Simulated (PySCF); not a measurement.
PH₂, optimised at B3LYP/6-31G*:

```xyz
3

P      0.0518     0.0981     0.1656
H      0.4552     0.1328    -1.2064
H     -0.7345    -1.0767    -0.0526
```

Computed with PySCF (xtb for GFN2) and rigid-rotor harmonic-oscillator thermochemistry at 1 bar. 6-31G* has spherical d functions here. Open shells (unrestricted): PH₂ (multiplicity 2). GFN2 has no spin-polarisation term. B3LYP is the form with VWN-RPA correlation. PH₂: computed as isolated molecules; such fragments, hydroxides, amides, oligomers or adducts are transient or little studied in the gas.

Problem. List the harmonic frequencies (cm⁻¹, unscaled) at this level and at the other levels, each on its own geometry.

Solution. 
- B3LYP/6-31G*: 1154, 2376, 2388
- GFN2-xTB: 1155, 2282, 2361
- HF/6-31G*: 1258, 2574, 2575
- PBE/def2-SVP: 1072, 2300, 2316
- PBE0/def2-TZVP: 1119, 2390, 2401
